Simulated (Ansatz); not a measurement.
Relaxation of BClH4O (7 atoms, charge 0, multiplicity 1), to a largest force component of 0.03 eV/Å in at most 50 steps.

Theory: RKS B3LYP-D4/def2-SVP (Ansatz 0.2.0).

```xyz
7
Properties=species:S:1:pos:R:3:forces:R:3
B 0.047 0.329 0.064 -0.05 -0.18 1.01
Cl -0.051 0.633 1.864 0.05 -0.10 -0.93
H 1.121 0.426 -0.452 0.02 0.00 0.00
H -0.998 0.221 -0.512 0.00 -0.01 -0.01
O 0.188 -2.228 0.501 -0.22 0.59 0.60
H -0.691 -2.514 0.207 0.08 0.03 0.05
H 0.033 -1.897 1.418 0.13 -0.33 -0.72
```

Question: Where does it end, and by what steps?

Answer: The forces met the threshold. The force dipped under the threshold on the way, but the program's further checks kept it going. After 19 steps the energy has fallen by 0.451 eV; H6 moved furthest, 0.69 Å. Joined: B1–O5 (2.60 → 1.67 Å).

```csv
step,energy less start (eV),largest force component (eV/Å),accepted
0,0.0000,1.010,yes
1,-0.0867,1.383,yes
2,-0.2691,1.532,yes
3,-0.3796,1.048,yes
4,-0.4208,0.190,yes
5,-0.4306,0.213,yes
6,-0.4355,0.067,yes
7,-0.4370,0.073,yes
8,-0.4350,0.364,no
9,-0.4398,0.062,yes
10,-0.4404,0.420,yes
11,-0.4465,0.032,yes
12,-0.4492,0.047,yes
13,-0.4140,1.260,no
14,-0.4490,0.055,no
15,-0.4497,0.016,yes
16,-0.4501,0.024,yes
17,-0.4504,0.099,yes
18,-0.4507,0.060,yes
19,-0.4510,0.003,yes
```

```xyz
7
Properties=species:S:1:pos:R:3
B 0.016 -0.085 0.129
Cl -0.386 0.526 1.832
H 1.154 0.138 -0.209
H -0.872 0.087 -0.671
O 0.011 -1.747 0.320
H -0.878 -2.001 0.625
H 0.604 -1.948 1.066
```

Run time: 21 s on 1 thread of Intel(R) Xeon(R) 6975P-C (Granite Rapids), on a shared host, peak memory 0.15 GiB.
